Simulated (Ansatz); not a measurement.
Input file:

```yaml
crystal:
  periodic: [false, false, false]
  atoms:
    - {symbol: Be, position_ang: [0.000000, 0.000000, 0.000000]}
    - {symbol: Mg, position_ang: [0.000000, 0.000000, 2.713100]}
basis:
  gaussian: {orbitals: aug-cc-pVDZ}
total_charge: -1
magnetization: {spin_polarized: true, initial_magnetization: 1}
correlation: {method: ccsdt_q, electrons: outside_noble_gas}
```

```sh
$ ansatz run in.yaml --threads 1 --pin off --events-out ev --progress --plain --max-ram 2393MiB
```

Log:

```
842 factors; integrals over basis functions are off by at most 1.2e-7 eV
mean field evaluation 1: about -5826.3110 eV, gradient 5.1e0 eV
mean field evaluation 2: about -5826.4727 eV, gradient 5.1e0 eV
mean field evaluation 4: about -5827.2736 eV, gradient 6.7e-1 eV
mean field evaluation 8: about -5827.4400 eV, gradient 5.9e-1 eV
mean field evaluation 16: about -5827.8388 eV, gradient 5.5e-1 eV
mean field evaluation 32: about -5827.9769 eV, gradient 7.2e-2 eV
mean field evaluation 64: about -5827.8525 eV, gradient 3.7e-1 eV
mean field evaluation 96: about -5827.9266 eV, gradient 6.4e-1 eV
mean field evaluation 128: about -5827.8634 eV, gradient 2.0e-6 eV
mean field evaluation 160: about -5827.8634 eV, gradient 3.0e-6 eV
...
mean field -5827.97802492 eV, -214.1742420704 hartree, gradient 4.1e-6 eV, S^2 1.347680; 37 other end points of the search recorded, 0 dependent functions left out
determinant -5827.97802492 eV, -214.1742420704 hartree, with singles and doubles -5830.25984564 eV, -214.2580974351 hartree
determinant -5827.96297112 eV, -214.1736888535 hartree, with singles and doubles -5830.25551774 eV, -214.2579383880 hartree
determinant -5827.92129410 eV, -214.1721572512 hartree, with singles and doubles -5830.22033818 eV, -214.2566455629 hartree
determinant -5827.86344325 eV, -214.1700312716 hartree, with singles and doubles -5830.26162886 eV, -214.2581629673 hartree
determinant -5827.85500417 eV, -214.1697211413 hartree, with singles and doubles -5830.27839393 eV, -214.2587790721 hartree
determinant -5827.72882296 eV, -214.1650840672 hartree, with singles and doubles -5830.34457402 eV, -214.2612111458 hartree
determinant -5827.43383453 eV, -214.1542434426 hartree, with singles and doubles -5829.24036350 eV, -214.2206321575 hartree
determinant -5827.16600607 eV, -214.1444009279 hartree, with singles and doubles -5828.96862755 eV, -214.2106460454 hartree
determinant -5827.13559320 eV, -214.1432832759 hartree, with singles and doubles -5829.10481484 eV, -214.2156508364 hartree
determinant -5826.85813398 eV, -214.1330868375 hartree, with singles and doubles -5828.84497080 eV, -214.2061017438 hartree
determinant -5826.83471073 eV, -214.1322260488 hartree, with singles and doubles -5828.30528918 eV, -214.1862688102 hartree
determinant -5826.66123058 eV, -214.1258507710 hartree, with singles and doubles -5828.78123111 eV, -214.2037593535 hartree
determinant -5826.64202481 eV, -214.1251449721 hartree, with singles and doubles -5829.04267229 eV, -214.2133671396 hartree
determinant -5826.56756563 eV, -214.1224086476 hartree, with singles and doubles -5828.11234089 eV, -214.1791780913 hartree
determinant -5826.55348906 eV, -214.1218913431 hartree, with singles and doubles -5828.51670227 eV, -214.1940380980 hartree
determinant -5826.46299918 eV, -214.1185659012 hartree, with singles and doubles -5827.93595767 eV, -214.1726961274 hartree
determinant -5826.39083891 eV, -214.1159140604 hartree, with singles and doubles -5828.64526588 eV, -214.1987627234 hartree
determinant -5826.32910599 eV, -214.1136454172 hartree, with singles and doubles -5828.29308737 eV, -214.1858204018 hartree
determinant -5825.18339168 eV, -214.0715411931 hartree, with no singles and doubles
determinant -5827.97802492 eV, -214.1742420704 hartree, with singles and doubles -5830.23824195 eV, -214.2573035141 hartree
determinant -5827.96297112 eV, -214.1736888535 hartree, with singles and doubles -5830.23370861 eV, -214.2571369172 hartree
determinant -5827.92129410 eV, -214.1721572512 hartree, with singles and doubles -5830.20463344 eV, -214.2560684242 hartree
determinant -5827.85500417 eV, -214.1697211413 hartree, with singles and doubles -5830.24925695 eV, -214.2577083081 hartree
determinant -5827.72882296 eV, -214.1650840672 hartree, with singles and doubles -5830.30626114 eV, -214.2598031733 hartree
determinant -5827.43383453 eV, -214.1542434426 hartree, with singles and doubles -5829.22540076 eV, -214.2200822870 hartree
determinant -5827.16600607 eV, -214.1444009279 hartree, with singles and doubles -5828.96332605 eV, -214.2104512190 hartree
determinant -5827.13559320 eV, -214.1432832759 hartree, with singles and doubles -5829.09159599 eV, -214.2151650526 hartree
determinant -5826.85813398 eV, -214.1330868375 hartree, with singles and doubles -5828.85089167 eV, -214.2063193318 hartree
determinant -5826.83471073 eV, -214.1322260488 hartree, with singles and doubles -5828.30040296 eV, -214.1860892450 hartree
determinant -5826.66123058 eV, -214.1258507710 hartree, with singles and doubles -5828.77910671 eV, -214.2036812834 hartree
determinant -5826.56756563 eV, -214.1224086476 hartree, with singles and doubles -5828.12195168 eV, -214.1795312811 hartree
determinant -5826.55348906 eV, -214.1218913431 hartree, with singles and doubles -5828.50246288 eV, -214.1935148101 hartree
determinant -5826.46299918 eV, -214.1185659012 hartree, with singles and doubles -5827.92522317 eV, -214.1723016418 hartree
determinant -5826.39083891 eV, -214.1159140604 hartree, with singles and doubles -5828.64105039 eV, -214.1986078071 hartree
determinant -5826.32910599 eV, -214.1136454172 hartree, with singles and doubles -5828.27601907 eV, -214.1851931534 hartree
determinant -5827.97802492 eV, -214.1742420704 hartree, with singles and doubles -5830.26574650 eV, -214.2583142877 hartree
determinant -5827.96297112 eV, -214.1736888535 hartree, with singles and doubles -5830.25596377 eV, -214.2579547791 hartree
determinant -5827.92129410 eV, -214.1721572512 hartree, with singles and doubles -5830.23366501 eV, -214.2571353146 hartree
determinant -5827.86344325 eV, -214.1700312716 hartree, with singles and doubles -5830.26101503 eV, -214.2581404095 hartree
determinant -5827.85500417 eV, -214.1697211413 hartree, with singles and doubles -5830.27257650 eV, -214.2585652857 hartree
determinant -5827.72882296 eV, -214.1650840672 hartree, with singles and doubles -5830.30530231 eV, -214.2597679369 hartree
...
6 core orbitals not correlated: weight in the atoms' cores, before any rotation towards them, 1.000 or more for the frozen orbitals, at most 0.000 for the correlated occupied ones
reference -5827.72882296 eV, -214.1650840674 hartree; 3, 2 occupied and 41, 42 virtual orbitals, 842 factors
second order -1.84781355 eV of doubles, -0.00000000 eV of singles
...
cycle  16  -2.78476578 eV  change    1.3e-5 eV  update   4.3e-5
cycle  17  -2.78476013 eV  change    5.7e-6 eV  update   2.8e-5
cycle  18  -2.78476558 eV  change   -5.4e-6 eV  update   1.8e-5
cycle  19  -2.78477710 eV  change   -1.2e-5 eV  update   1.1e-5
cycle  20  -2.78478250 eV  change   -5.4e-6 eV  update   7.0e-6
cycle  21  -2.78478048 eV  change    2.0e-6 eV  update   3.6e-6
cycle  22  -2.78477757 eV  change    2.9e-6 eV  update   2.1e-6
cycle  23  -2.78477608 eV  change    1.5e-6 eV  update   1.2e-6
cycle  24  -2.78477550 eV  change    5.8e-7 eV  update   7.8e-7
cycle  25  -2.78477562 eV  change   -1.2e-7 eV  update   5.4e-7
perturbative correction -0.01160716 eV, -0.0004265551 hartree
Total energy: -5830.52520574 eV, -214.2678492389 hartree
```

The determinant lies 0.25 eV above the lowest one of its kind in the log. The T1 diagnostic is 0.047.

For the same geometry and basis full CI lies 2.3 meV lower.

Ran on 1 thread of Arm Neoverse V1, shared host: 45 s wall, 0.21 GiB peak host memory.
